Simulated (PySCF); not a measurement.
## The first ionisation energy along group 15

All values are computed (PySCF 2.14, energy differences of UHF-based or UKS calculations, no spin-orbit coupling). Values in eV. The last column holds reference values (NIST; (s) semi-empirical, (t) theoretical, else measured). Unmarked ones compare directly (S terms, centres of terms, or small fine structure); those marked * lie between the lowest fine-structure levels and include a spin-orbit shift.

```
                         element                                   configurations  SCS-MP2 (valence and next inner shell)  CCSD(T) (valence and next inner shell)  SCS-MP2 (valence)  CCSD (valence)     PBE    PBE0  reference
 N (ANO-RCC-VTZP, spin-free X2C)                      [He] 2s2 2p3 → [He] 2s2 2p2                                  14.336                                  14.484             14.327          14.446  14.735  14.708     14.545
 P (ANO-RCC-VTZP, spin-free X2C)                      [Ne] 3s2 3p3 → [Ne] 3s2 3p2                                  10.297                                  10.450             10.298          10.411  10.482  10.522     10.526
As (ANO-RCC-VTZP, spin-free X2C)            [Ar] 3d10 4s2 4p3 → [Ar] 3d10 4s2 4p2                                   9.800                                   9.946              9.752           9.868   9.883   9.946     10.008
Bi (ANO-RCC-VTZP, spin-free X2C)  [Xe] 4f14 5d10 6s2 6p3 → [Xe] 4f14 5d10 6s2 6p2                                   8.598                                   8.699              8.466           8.577   8.587   8.660    7.286 *
```

**Question.** Fill in the row of Sb (ANO-RCC-VTZP, spin-free X2C) ([Kr] 4d10 5s2 5p3 → [Kr] 4d10 5s2 5p2).

**Answer.** SCS-MP2 (valence and next inner shell) 8.962; CCSD(T) (valence and next inner shell) 9.049; SCS-MP2 (valence) 8.864; CCSD (valence) 8.963; PBE 8.989; PBE0 9.064; reference 9.124 (eV).

For Bi a determinant mixes LS terms or the coupling is close to jj, so these rows are model values.

"Valence" correlates the outer s and p shells and, in groups 3 to 12 and the f block, the outer d or f shell, open or full, or the next shell where the ion has no valence electron left; the wider scheme adds the next inner shell.
